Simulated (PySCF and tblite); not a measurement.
Values are calculated unless marked as measured or tabulated.
System: C₃H₅N, numbered as in [H]/[N:4]=[CH:3]\[CH:2]=[CH2:1].

For the planar inversion at N4 (torsion C2–C3–N4–H from 0° to -180°): electronic barrier 27.33 kcal/mol, zero-point change -1.97 kcal/mol, thermal and entropy terms at 350 K a further -0.05 kcal/mol (symmetry numbers apart). The minimum is Cs, the saddle Cs. Level: PBE0/pcSseg-1 + D3(BJ) on B3LYP-D3(BJ)/def2-SVP stationary points, with GFN2-xTB thermal terms. Rate constants are transition-state-theory values, counting equivalent paths, without tunnelling. Run with tblite and PySCF.

**Question.** How many equivalent paths lead out of the minimum?

**Answer.** 1: the symmetry number of the minimum is 1, that of the saddle displaced along its mode 1.

**Question.** Work out the rate at 350 K.

**Answer.** ΔG‡ = 25.31 kcal/mol; k_B T/h = 7.3×10¹² s⁻¹; exp(−ΔG‡/RT) = 1.6×10⁻¹⁶; times 1 gives k = 0.0011 s⁻¹.

In real samples N–H and O–H hydrogens exchange between molecules, which also interchanges these forms.
